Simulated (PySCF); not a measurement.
**How methods differ on the ionisation energy of Mg**

Mg [Ne] 3s2 (1S) → Mg⁺ [Ne] 3s1 (2S), as a difference of total energies. Computed with PySCF 2.14 in aug-cc-pVDZ-DK, with the spin-free X2C one-electron Hamiltonian (Gaussian nucleus). Correlated levels: valence: [Ne] frozen. The calculations carry no spin-orbit coupling.

```json
{"method": "UHF", "ionisation energy (eV)": "6.634", "error (eV)": "-1.012"}
{"method": "M06-2X", "ionisation energy (eV)": "7.795", "error (eV)": "+0.149"}
{"method": "TPSS", "ionisation energy (eV)": "7.588", "error (eV)": "-0.058"}
{"method": "MP2 (valence)", "ionisation energy (eV)": "7.223", "error (eV)": "-0.423"}
{"method": "SCS-MP2 (valence)", "ionisation energy (eV)": "7.341", "error (eV)": "-0.305"}
{"method": "CCSD (valence)", "ionisation energy (eV)": "7.529", "error (eV)": "-0.117"}
```

Reference: 7.646 eV (measured; NIST Atomic Spectra Database, ionization energies).

Errors of the correlated levels include the incompleteness of this basis and the frozen core.

With two correlated electrons CCSD is exact in that space.
